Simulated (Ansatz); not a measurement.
## Property card for VPt₃

Method: DFT PBEsol, scalar-relativistic, plane waves, PAW in Ansatz.

Settings: cutoff 420 eV, Γ-centred mesh 16×16×16 on the computed 4-atom cell, Gaussian smearing of 0.10 eV; collinear spin from starting moments 0.52 0 0 0 μB.

The structure is relaxed at this level of theory with its symmetry kept. Whether it is the stable form of this composition wasn't checked.

```
V Pt
1.0
    -1.92046    1.92046    3.90598
     1.92046   -1.92046    3.90598
     1.92046    1.92046   -3.90598
V Pt
1 3
Direct
  0.00000 0.00000 0.00000
  0.75000 0.25000 0.50000
  0.25000 0.75000 0.50000
  0.50000 0.50000 0.00000
```

| Quantity | Value |
| --- | --- |
| Space group | I4/mmm (No. 139) |
| Volume per atom | 14.41 Å³ |
| Formation energy from the elements' standard states (uncorrected) | -0.471 eV/atom |
| Kohn–Sham band gap | none (metal) |
| Density of states at the Fermi level | 4.41 states/eV per cell |
| Löwdin character within 0.5 eV of the Fermi level | V 3d 47 %, Pt 5d 46 % |
| Bader charges (e) | V (1 in the cell) 1.34, Pt (2 in the cell) -0.44, Pt (1 in the cell) -0.45 |
| Total moment | 0.45 μB per cell |
| Site moments (μB; atoms counted from 1 over the whole cell) | V (atom 1) 0.48 |

Spin-orbit coupling is left out, which matters for the bands of heavy elements.

Only this magnetic start was tried.

Cost: 1 run of about 9.4 core-minutes, on Arm Neoverse N1 (shared hosts).